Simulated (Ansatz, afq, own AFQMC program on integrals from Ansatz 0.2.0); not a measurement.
**CH$_{4}$ + Cl, doublet in cc-pVTZ along one coordinate**

```yaml
atoms:
  - { symbol: C, position_ang: [-1.9353, 0.0000, 0.0000] }
  - { symbol: H, position_ang: [-2.2985, 1.0273, 0.0000] }
  - { symbol: H, position_ang: [-2.2985, -0.5137, 0.8897] }
  - { symbol: H, position_ang: [-2.2985, -0.5137, -0.8897] }
  - { symbol: H, position_ang: [-0.8457, 0.0000, 0.0000] }
  - { symbol: Cl, position_ang: [0.8757, 0.0000, 0.0000] }
```

A hydrogen atom is moved from one rigid fragment to the other; the C1–H5 distance tells how far. The two fragments are held close together, so this isn't a minimum-energy path and the start is a compressed complex. Energies in kcal/mol count from this geometry (1.090 Å) at the same level; the start stands on UHF, each point on the determinant named.

Basis cc-pVTZ. Only valence electrons are correlated. AFQMC by an in-house program on the Cholesky factors that Ansatz 0.2.0 writes for its CCSD(T) run. ph-AFQMC/CISD is guided by a CISD state made of CCSD amplitudes; releasing the constraint for a short imaginary time cuts its bias at the price of noise, slowly where states lie close. Uncertainties: one standard error, sampling alone.

```csv
r(C1–H5) / Å,det.,T1,weight,⟨S²⟩,CCSD(T),ph-AFQMC/CISD,released AFQMC,r2SCAN,PBE0
1.196,UHF,0.012,0.86,0.78,1.7,1.7 ± 0.2,1.2 ± 0.3,-0.1,0.2
1.249,UHF,0.012,0.86,0.79,3.3,3.0 ± 0.2,2.7 ± 0.3,0.9,1.4
1.302,UHF,0.013,0.86,0.79,4.8,4.7 ± 0.2,–,2.0,2.8
1.355,UHF,0.013,0.86,0.79,6.1,5.9 ± 0.2,–,3.2,4.1
1.461,UHF,0.012,0.86,0.78,7.9,7.6 ± 0.2,7.4 ± 0.3,5.5,6.8
```

Weight is that of the determinant in the CISD state; at the start T1 is 0.012 and the weight 0.86, and ⟨S²⟩ is 0.77. A dash marks a missing value, a released energy that hasn't settled or a functional that sits on another state. Largest departures from phaseless AFQMC with a CISD trial: CCSD(T) 0.3 kcal/mol at 1.249 (on UHF) (within the noise), released AFQMC -0.5 kcal/mol at 1.196 (on UHF) (within the noise), r2SCAN -2.8 kcal/mol at 1.355, PBE0 -1.9 kcal/mol at 1.302. The walk's constraint bias lies outside its error bars, so these are departures and not errors. Functionals count only at points shown to share the start's state and spin.

Some points may be missing: those where a free walk finds a much lower state, and past Zn most of those on another determinant than at the start.

A walk keeps the symmetry of its determinant, which the program's search chose and which needn't be the lowest solution, so a lower state of the same spin and another symmetry isn't excluded. Released energies are given only where the last usable release times agree within the noise; a slower fall can still hide under it.
